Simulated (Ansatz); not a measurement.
in.yaml

```yaml
crystal:
  periodic: [false, false, false]
  atoms:
    - {symbol: Al, position_ang: [0.000000, 0.000000, 0.891888]}
    - {symbol: O, position_ang: [0.000000, 0.000000, -3.352112]}
    - {symbol: H, position_ang: [0.000000, 0.000000, 2.460223]}
basis:
  gaussian: {orbitals: 6-31G}
correlation: {method: fci, electrons: outside_noble_gas}
```

```sh
$ ansatz run in.yaml --threads 1 --pin off --events-out ev --progress --plain --max-ram 2393MiB
```

Roughly how long does this take on 1 thread of Arm Neoverse V1, shared host, and how much host memory?

9.9 min wall and 1.7 GiB.

```
418 factors; integrals over basis functions are off by at most 5.5e-8 eV
mean field evaluation 1: about -8597.5124 eV, gradient 6.8e1 eV
mean field evaluation 2: about -8597.5123 eV, gradient 6.8e1 eV
mean field evaluation 4: about -8598.4968 eV, gradient 6.6e1 eV
mean field evaluation 8: about -8599.9111 eV, gradient 6.1e1 eV
mean field evaluation 16: about -8628.2318 eV, gradient 2.4e-4 eV
mean field evaluation 32: about -8628.1468 eV, gradient 1.2e-1 eV
mean field evaluation 64: about -8628.1398 eV, gradient 3.0e-1 eV
mean field evaluation 96: about -8628.1388 eV, gradient 6.0e-6 eV
mean field -8628.23182248 eV, -317.0816710504 hartree, gradient 2.9e-6 eV, S^2 0.000000; 7 other end points of the search recorded, 0 dependent functions left out; unrestricted orbitals would lower it
mean field evaluation 128: about -8630.3868 eV, gradient 5.5e-2 eV
determinant -8628.23182248 eV, -317.0816710504 hartree, with singles and doubles -8631.79329125 eV, -317.2125526137 hartree
determinant -8628.13877878 eV, -317.0782517575 hartree, with singles and doubles -8631.77834460 eV, -317.2120033345 hartree
determinant -8628.23182248 eV, -317.0816710504 hartree, with singles and doubles -8631.96675375 eV, -317.2189272431 hartree
determinant -8628.13877878 eV, -317.0782517575 hartree, with singles and doubles -8631.89515309 eV, -317.2162959674 hartree
unrestricted determinant -8630.38824551 eV, -317.1609181351 hartree, S^2 1.0662
6 core orbitals not correlated: weight in the atoms' cores, before any rotation towards them, 1.000 or more for the frozen orbitals, at most 0.000 for the correlated occupied ones
reference -8628.23182248 eV, -317.0816710504 hartree; 5, 5 occupied and 13, 13 virtual orbitals, 418 factors
state -8632.86422263 eV, -317.2519086161 hartree
Total energy: -8632.86422263 eV, -317.2519086161 hartree
```

Natural occupations: 1.9890 1.9534 1.4928 1.4922 1.0807 0.9103 0.5007 0.5000 0.0284 0.0116 0.0116 0.0097 0.0060 0.0042 0.0031 0.0031 0.0025 0.0007.
